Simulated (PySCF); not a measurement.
**SiHCl + O₂ → SiO₂ + HCl**

Level: PBE0 in the def2-TZVP basis family, all electrons, no relativity, computed in PySCF with density fitting; open shells unrestricted.

| species | state and structure | E (Eh) | ZPE (kJ/mol) | H(298 K) − H(0) (kJ/mol) | S° (J/(mol K)) |
| --- | --- | --- | --- | --- | --- |
| SiHCl | singlet, Cs, Si–Cl 2.077 Å, Si–H 1.529 Å; Cl–Si–H 94.7° | -750.02673 | 20.1 | 10.7 | 251.2 |
| O₂ | triplet, D∞h, O–O 1.193 Å | -150.23561 | 10.3 | 8.7 | 204.9 |
| SiO₂ | singlet, D∞h, Si–O 1.506 Å (×2) | -439.73957 | 18.5 | 11.0 | 231.3 |
| HCl | singlet, C∞v, H–Cl 1.279 Å | -460.66440 | 17.9 | 8.7 | 186.6 |

Q: What is the electronic reaction energy?

A: At PBE0/def2-TZVP, ΔE = -371.8 kJ/mol from the differences of the total energies times 2625.5, downhill. 

Q: Add zero-point, thermal and entropy terms for 298.15 K and 1 bar.

A: ΔZPE = 6.0 and Δ[H(298) − H(0)] = 0.3 kJ/mol give ΔH° = -365.5 kJ/mol. ΔS° = -38.2 J/(mol K), so ΔG° = -365.5 − 298.15 × (-0.0382) = -354 kJ/mol.

The structures come from searches over a few start shapes, so lower isomers are not excluded.
